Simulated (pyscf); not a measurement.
Cl–Ga (SMILES [Cl][Ga]) [singlet] + NH₃ (SMILES N) -> H₂N–GaH–Cl (SMILES [NH2][GaH][Cl]) (insertion; singlet surface; H–N broken, Ga–N, Ga–H formed). PySCF, gas phase, ωB97X-D3(BJ)/def2-SVP geometries. Correlated levels are frozen-core, on RHF or UHF. ΔMP2 is the change of the MP2 total energy from the triple- to the quadruple-zeta basis. Energies in kcal/mol from the separated reactants.

```csv
level,barrier,reaction energy
PBE/def2-TZVP,44.7,-4.9
B3LYP-D3(BJ)/def2-TZVP,52.5,-3.9
PBE0-D3(BJ)/def2-TZVP,48.9,-9.1
M06-2X/def2-TZVP,(withheld),-11.4
ωB97M-D3(BJ)/def2-TZVP,55.2,-6.3
CCSD(T)/def2-TZVPP,49.7,-11.4
CCSD(T)/def2-TZVPP + ΔMP2(QZVPP),(withheld),(withheld)
```

Question: Complete the blanks.

Answer: 
- M06-2X/def2-TZVP, barrier: 50.8
- CCSD(T)/def2-TZVPP + ΔMP2(QZVPP), barrier: 50.5
- CCSD(T)/def2-TZVPP + ΔMP2(QZVPP), reaction energy: -9.9

On the reactant side the descent ends in a bound adduct, 12.6 kcal/mol under the separated species and 66.4 kcal/mol under the saddle at ωB97X-D3(BJ)/def2-TZVP. At ωB97X-D3(BJ) the barrier from the zero used here is 53.9 kcal/mol. This is the saddle that the search found; another between the same sides may lie lower. The CCSD(T) − MP2 part came from Ansatz, without density fitting, on the same reference. The frozen core leaves the outer d or s,p core shells of the metals and heavy elements correlated in the MP2 and CC values, and def2-TZVPP describes them poorly, which can shift differences by a few kcal/mol. Elements up to Kr have no core potential and no relativistic terms here.
